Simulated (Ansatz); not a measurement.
A nudged elastic band was laid between two geometries of BFH$_{4}$O (7 atoms, charge 0, multiplicity 1).

The calculation used RKS PBE0/def2-SVP in Ansatz 0.2.0.

```yaml
movable_images: 5
climbing_image: yes
spring: 5.0 eV/Å²
optimiser: quadratic models (default)
start_path: through a guess of the saddle point
force_threshold: 0.05 eV/Å
iteration_limit: 60
end_points: relaxed
```

Image 0:

```xyz
7
Properties=species:S:1:pos:R:3
B 0.038 0.027 0.124
H 0.204 0.666 1.149
H 0.920 0.019 -0.718
F -1.245 0.031 -0.370
O 0.170 -1.567 0.728
H -0.027 -2.170 -0.004
H -0.540 -1.692 1.375
```

Image 6:

```xyz
7
Properties=species:S:1:pos:R:3
B -0.061 -0.316 -1.024
H 0.293 -0.862 3.456
H 0.755 0.544 -1.226
F -0.962 -0.611 -1.958
O -0.065 -0.982 0.144
H -0.761 -1.648 0.195
H 0.321 -0.813 2.697
```

**Question.** What changes between the two ends?

**Answer.** Bonds broken: B1–H2, O5–H7. Bonds formed: H2–H7. BFH4O becomes BFH2O + H2.

**Question.** Give the energies along the band, and the barrier.

**Answer.** The forces met the threshold. The highest image is number 2 of 0 to 6, 88.6 kJ/mol above the first end and 176.7 kJ/mol above the last; the last end lies 88.1 kJ/mol below the first. Neighbouring images differ by up to 1.7 eV, so the band resolves the path poorly. A vibrational analysis at the climbing image gives one clearly imaginary mode, 1372i cm⁻¹: a first-order saddle point. The orbitals stay closed-shell, which can raise the energy where a bond breaks towards radicals; this wasn't checked here.

| image | path coordinate (Å) | energy (kJ/mol) | B1–H2 (Å) | O5–H7 (Å) | H2–H7 (Å) |
| --- | --- | --- | --- | --- | --- |
| 0 | 0.00 | 0.0 | 1.22 | 0.97 | 2.48 |
| 1 | 0.94 | 3.2 | 1.22 | 0.97 | 2.15 |
| 2 | 1.88 | 88.6 | 1.38 | 1.24 | 1.05 |
| 3 | 2.99 | -74.1 | 2.37 | 2.30 | 0.76 |
| 4 | 4.10 | -86.5 | 3.42 | 2.74 | 0.76 |
| 5 | 5.21 | -87.7 | 4.11 | 2.62 | 0.76 |
| 6 | 6.32 | -88.1 | 4.53 | 2.59 | 0.76 |

**Question.** What is the geometry of the highest image?

**Answer.** 
```xyz
7
Properties=species:S:1:pos:R:3
B 0.031 -0.239 0.017
H -0.104 0.142 1.338
H 1.021 0.303 -0.410
F -1.155 -0.070 -0.609
O 0.263 -1.732 0.396
H -0.575 -2.197 0.262
H 0.040 -0.894 1.289
```

The run took 2.8 min on 1 thread of Arm Neoverse V1, with other jobs on the host, peak memory 0.11 GiB.
